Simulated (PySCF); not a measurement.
State search for BCl⁺

Unrestricted PBE0; B 6-31G(d,p), Cl 6-31G(d,p); no relativity (PySCF 2.14). Outer shells of the fragments: B+ 2s2; Cl 3s2 3p5.

Followed along the bond (rough minima from three points):

| 2Ms+1 | unpaired | ⟨S²⟩ at the start | R at minimum (Å) | Te (eV) |
| --- | --- | --- | --- | --- |
| 2 | σ ↑ | 0.76 | 1.61 | 0.00 |
| 4 | σ ↑, π ↑↑ | 3.75 | 1.89 | 5.22 |

Solutions found at the starting distance of 1.885 Å, counted from the lowest of them; the search is not exhaustive and high or unbound solutions are not listed, so other states can lie among these:

```json
{"2Ms+1": "2", "unpaired": "σ ↑", "term": "²Σ⁺", "E (eV)": "0.00", "⟨S²⟩": "0.76", "⟨Lz²⟩": "0.00", "μ (D)": "-4.52"}
{"2Ms+1": "2", "unpaired": "π ↑", "term": "²Π", "E (eV)": "2.47", "⟨S²⟩": "0.75", "⟨Lz²⟩": "1.01", "μ (D)": "-0.82"}
{"2Ms+1": "4", "unpaired": "σ ↑, π ↑↑", "term": "mixed", "E (eV)": "4.20", "⟨S²⟩": "3.75", "⟨Lz²⟩": "2.01", "μ (D)": "-1.33"}
{"2Ms+1": "4", "unpaired": "σ ↑, π ↑↑", "term": "mixed", "E (eV)": "4.42", "⟨S²⟩": "3.75", "⟨Lz²⟩": "2.00", "μ (D)": "-1.42"}
{"2Ms+1": "2", "unpaired": "σ ↑, π ↑↓", "term": "mixed", "E (eV)": "4.54", "⟨S²⟩": "1.75", "⟨Lz²⟩": "2.01", "μ (D)": "-1.42"}
{"2Ms+1": "4", "unpaired": "σ ↑↑, π ↑", "term": "⁴Π", "E (eV)": "7.17", "⟨S²⟩": "3.76", "⟨Lz²⟩": "1.00", "μ (D)": "-1.90"}
{"2Ms+1": "4", "unpaired": "σ ↑↑, π ↑", "term": "⁴Π", "E (eV)": "8.06", "⟨S²⟩": "3.75", "⟨Lz²⟩": "1.01", "μ (D)": "-2.97"}
```

A term symbol is given only where ⟨S²⟩ and ⟨Lz²⟩ are close to those of a pure state; real π, δ and φ orbitals otherwise mix terms. A positive dipole points towards Cl; it is taken about the centre of mass and depends on that origin.

Compare the gap between the two lowest followed solutions at the starting distance with the gap between their minima.

At PBE0 the second solution (quartet, unpaired electrons σ ↑, π ↑↑) lies +4.20 eV from the first (doublet, unpaired electrons σ ↑) at 1.885 Å and +5.22 eV at the minima; the two curves relax by different amounts, since their minima lie near 1.89 and 1.61 Å.

Counting both spins, an empty level lies below a filled one in some of these solutions, because spin and occupation are held.
